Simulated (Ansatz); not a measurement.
**CH₆B₂ (SMILES BCB): one structure at several levels**

One table from this session's results is given with a row withheld; the runs are named, their logs left out.

Computed with Ansatz 0.2.0, Gaussian basis. Level: single points in def2-TZVPP.

Cores are frozen in the correlated methods.

## The starting structure

SMILES `BCB`, 9 atoms, charge 0, spin multiplicity 1.

Atoms are counted from 1 here; the program's logs count them from 0.

Bond lengths: B1–C2 1.554 Å, B1–H4 1.122 Å, B1–H5 1.156 Å, C2–B3 1.541 Å, C2–H6 1.074 Å, C2–H7 1.042 Å, B3–H8 1.135 Å, B3–H9 1.158 Å. Angles: C2–B1–H4 120.9°, C2–B1–H5 119.3°, H4–B1–H5 119.8°, B1–C2–B3 105.8°, B1–C2–H6 109.6°, B1–C2–H7 110.2°, B3–C2–H6 109.6°, B3–C2–H7 111.6°, H6–C2–H7 110.0°, C2–B3–H8 121.1°, C2–B3–H9 119.2°, H8–B3–H9 119.4°.

As a file:

```csv
atom,x (Å),y (Å),z (Å)
B1,-0.48120,0.64330,-0.96030
C2,0.58650,-0.18890,-0.19780
B3,-0.03280,-0.50570,1.17680
H4,-1.25460,0.14170,-1.60010
H5,-0.47730,1.79480,-0.86080
H6,1.47540,0.39920,-0.06620
H7,0.81030,-1.05840,-0.72710
H8,0.06880,0.21700,2.04650
H9,-0.70560,-1.44140,1.29150
```

Set-up of the first run:

run/in.yaml

```yaml
crystal:
  periodic: [false, false, false]
  atoms:
    - {symbol: B, position_ang: [-0.481200, 0.643300, -0.960300]}
    - {symbol: C, position_ang: [0.586500, -0.188900, -0.197800]}
    - {symbol: B, position_ang: [-0.032800, -0.505700, 1.176800]}
    - {symbol: H, position_ang: [-1.254600, 0.141700, -1.600100]}
    - {symbol: H, position_ang: [-0.477300, 1.794800, -0.860800]}
    - {symbol: H, position_ang: [1.475400, 0.399200, -0.066200]}
    - {symbol: H, position_ang: [0.810300, -1.058400, -0.727100]}
    - {symbol: H, position_ang: [0.068800, 0.217000, 2.046500]}
    - {symbol: H, position_ang: [-0.705600, -1.441400, 1.291500]}
basis:
  gaussian: {orbitals: def2-TZVPP}
correlation: {method: ccsd_t}
output: {forces: true}
```

The command line of these runs was not kept.

Steps of the session up to this table: CCSD(T)/def2-TZVPP; PBE0-D4/def2-TZVPP; wB97M-V/def2-TZVPP; r2SCAN-D4/def2-TZVPP; PBE-D4/def2-TZVPP; BLYP-D4/def2-TZVPP; B97M-V/def2-TZVPP.

One table of the session follows, with a row left open; its other results are not shown here.

```
   method  RMS force component (eV/Å)  angle to CCSD(T) forces (°)  dipole (D)
  CCSD(T)                       0.814                    reference        0.65
  PBE0-D4                       0.863                          6.6        0.72
  wB97M-V                       0.792                          5.2        0.71
r2SCAN-D4                       0.844                          5.8        0.76
   PBE-D4                       0.919                          6.6        0.78
  BLYP-D4                       0.838                          5.1        0.75
   B97M-V                           ?                            ?           ?
```

Q: Estimate the row for B97M-V from the others.

The run gave: RMS force component (eV/Å): 0.798; angle to CCSD(T) forces (°): 8.7; dipole (D): 0.82. In the column «RMS force component (eV/Å)» it lies between wB97M-V (0.792) and CCSD(T) (0.814).
